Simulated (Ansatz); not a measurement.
`CC1=CCCO1`, relaxed with RKS PBE0-D4/def2-TZVP in the Gaussian-basis code of Ansatz from a PBE-D4/def2-SVP geometry. The force threshold is 0.005 eV/Å; the program also tests the step.

The species carries charge 0 and has multiplicity 1.

Start:

```xyz
14

C    -1.282    1.756    0.240
C    -0.428    0.547    0.075
C    -0.635   -0.745    0.418
C     0.529   -1.571   -0.079
C     1.532   -0.458   -0.459
O     0.774    0.771   -0.553
H    -2.237    1.501    0.735
H    -1.502    2.212   -0.749
H    -0.759    2.530    0.840
H    -1.540   -1.139    0.896
H     0.952   -2.261    0.681
H     0.242   -2.201   -0.954
H     2.303   -0.323    0.334
H     2.050   -0.618   -1.425
```

| step | energy (eV) | largest force (eV/Å) | largest move (Å) |
| --- | --- | --- | --- |
| 1 | -7356.2482 | 0.622 | 0.000 |
| 2 | -7356.3109 | 0.164 | 0.027 |
| 3 | -7356.3162 | 0.051 | 0.011 |
| 4 | -7356.3163 | 0.017 | 0.006 |
| 5 | -7356.3163 | 0.014 | 0.006 |
| 6 | -7356.3163 | 0.003 | 0.002 |

End:

```xyz
14

C    -1.271    1.740    0.240
C    -0.425    0.539    0.073
C    -0.633   -0.733    0.403
C     0.526   -1.559   -0.077
C     1.521   -0.456   -0.456
O     0.769    0.763   -0.548
H    -2.210    1.483    0.727
H    -1.487    2.190   -0.733
H    -0.753    2.495    0.838
H    -1.524   -1.117    0.875
H     0.938   -2.224    0.685
H     0.249   -2.183   -0.936
H     2.279   -0.321    0.322
H     2.022   -0.615   -1.412
```

Run time 29 s (4 threads of an Arm Neoverse V1 on a shared host); peak host memory 0.68 GiB.
